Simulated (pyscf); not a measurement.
# Routes from •H₂Si–Si(SiH₃)(SiH₃)–Cl (SMILES [SiH2][Si]([SiH3])([SiH3])Cl) + H₂ (SMILES [H][H])

Candidate steps break at most two bonds and form at most two. Each was searched with GFN2-xTB (tblite) first. PySCF, gas phase, ωB97X-D3(BJ)/def2-SVP geometries. Energies: ωB97M-D3(BJ)/def2-TZVP, kcal/mol, from the separated reactants, doublet surface; ΔG‡ with ideal gas, 1 atm, RRHO with modes under 100 cm⁻¹ raised to 100, one conformer, R ln 2 for chiral ones without a mode under 150 cm⁻¹.

```csv
products,type,ΔE‡,ΔE,ΔG‡ 298 K,ΔG‡ 900 K,ν‡ (cm⁻¹)
H₃Si–Si(SiH₃)(SiH₃)–Cl + H•,hydrogen abstraction,19.2,+15.1,24.7,40.9,909i
H₃Si–Si•(SiH₃)–SiH₃ + HCl,concerted two-bond exchange,39.1,+10.7,48.8,69.1,837i
```

Plain bond fissions and candidates not yet searched are not listed, and one of them may be faster. Each barrier is that of the saddle found; lower ones may exist.
